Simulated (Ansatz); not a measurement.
Abridged output of a molecular run in Ansatz:

```
Functional definition: HF
1526 factors; integrals over basis functions are off by at most 1.1e-3 eV
mean field evaluation 1: about -7944.5347 eV, gradient 4.4e1 eV
mean field evaluation 2: about -7944.7572 eV, gradient 4.4e1 eV
mean field evaluation 4: about -7948.9026 eV, gradient 4.3e0 eV
mean field evaluation 8: about -7948.9627 eV, gradient 2.3e-1 eV
mean field -7948.96291953 eV, -292.1189992923 hartree, gradient 5.2e-6 eV, S^2 0.000000; 0 other end points of the search recorded, 0 dependent functions left out
5 core orbitals not correlated: weight in the atoms' cores, before any rotation towards them, 1.000 or more for the frozen orbitals, at most 0.000 for the correlated occupied ones
reference -7948.96291953 eV, -292.1189992923 hartree; 16, 16 occupied and 232, 232 virtual orbitals, 1526 factors
second order -27.53655584 eV of doubles, -0.00000000 eV of singles
cycle   1  -27.76406756 eV  change   -2.3e-1 eV  update   1.0e-1
cycle   2  -28.35216160 eV  change   -5.9e-1 eV  update   2.8e-2
cycle   3  -28.48032814 eV  change   -1.3e-1 eV  update   1.3e-2
cycle   4  -28.47090543 eV  change    9.4e-3 eV  update   2.7e-3
cycle   5  -28.47031280 eV  change    5.9e-4 eV  update   1.1e-3
cycle   6  -28.47102903 eV  change   -7.2e-4 eV  update   3.5e-4
cycle   7  -28.47090257 eV  change    1.3e-4 eV  update   1.4e-4
cycle   8  -28.47083640 eV  change    6.6e-5 eV  update   4.8e-5
cycle   9  -28.47084640 eV  change   -1.0e-5 eV  update   1.7e-5
perturbative correction -1.01516841 eV, -0.0373067511 hartree
Total energy: -7978.44893435 eV, -293.2025903505 hartree
```

Its atoms:

```xyz
12

C     0.129    1.097   -0.652
C    -0.033    0.030    0.408
C    -0.453   -1.316   -0.124
O     1.117   -0.152    1.153
F    -1.043    0.477    1.269
H    -0.804    1.238   -1.199
H     0.397    2.048   -0.185
H     0.914    0.812   -1.353
H    -1.405   -1.231   -0.648
H    -0.561   -2.012    0.708
H     0.302   -1.700   -0.811
H     1.440    0.710    1.435
```

(1) Which basis set was used?
A. def2-QZVPP
B. def2-SVPD
C. cc-pV(Q+d)Z
D. def2-TZVPP

(2) Write the keys of the input that set method, charge and spin (a neutral closed shell needs none for the last two).

Answers

(1) D. It gives 253 functions.

(2) 
```yaml
correlation: {method: ccsd_t}
```
